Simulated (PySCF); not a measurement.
Some computed properties have been withheld. Give your best values.

Compound: 3-butynenitrile, C₄H₃N.
Numbering: `[CH:1]#[C:2][CH2:3][C:4]#[N:5]` (hydrogens: H6 on C1; H7, H8 on C3)

| property | level | value |
| --- | --- | --- |
| point group of the GFN2-xTB geometry | GFN2-xTB | Cs |
| rotational constants A, B, C of the GFN2-xTB geometry | GFN2-xTB | 18.411, 3.101, 2.699 GHz |
| dipole moment | PBE0/pcSseg-1 | ? |
| HOMO energy | PBE0/pcSseg-1 | -8.56 eV |
| LUMO energy | PBE0/pcSseg-1 | 0.18 eV |
| 13C chemical shifts (computed TMS as zero) by class | GIAO PBE0/pcSseg-1 | ? |
| 1H chemical shifts (computed TMS as zero) by class | GIAO PBE0/pcSseg-1 | ? |
| isotropic shieldings of nuclei other than C and H, by class | GIAO PBE0/pcSseg-1 | ? |
| largest of the computed one-bond spin–spin couplings (means over like bonds) | B3LYP/pcJ-1 | ? |

The electronic properties come from PySCF, for the isolated species, density fitting.

(1) Give the largest of the computed one-bond spin–spin couplings (means over like bonds).

(2) The 13C chemical shifts (computed TMS as zero) by class?

(3) The isotropic shieldings of nuclei other than C and H, by class?

(4) The 1H chemical shifts (computed TMS as zero) by class?

(5) The dipole moment?

## Answers

(1) 13C–1H +269.5 (C1–H6), 13C–13C +220.8 (C1–C2), 13C–1H +144.7 (C3–H7 and 1 like it), 13C–13C +78.3 (C2–C3), 13C–13C +70.5 (C3–C4), 15N–13C -21.2 (N5–C4) Hz.

(2) 118.3 (C4), 79.6 (C1), 77.0 (C2), 8.8 (C3) ppm.

(3) -35 (N5) ppm.

(4) 3.24 (H7/H8), 1.67 (H6) ppm.

(5) 3.64 D.

A dipole of 3.64 D is allowed in Cs, and pure rotational transitions are dipole-allowed. The dipole equals about 12.2 × 10⁻³⁰ C·m (1 D = 3.33564 × 10⁻³⁰ C·m). The rotational constants make it an asymmetric top with κ = (2B − A − C)/(A − C) = -0.95, nearer the prolate limit (−1).

For the spin–spin coupling job (B3LYP/pcJ-1), the run took 21 s on x86-64 server, one thread, no GPU, on a shared host.
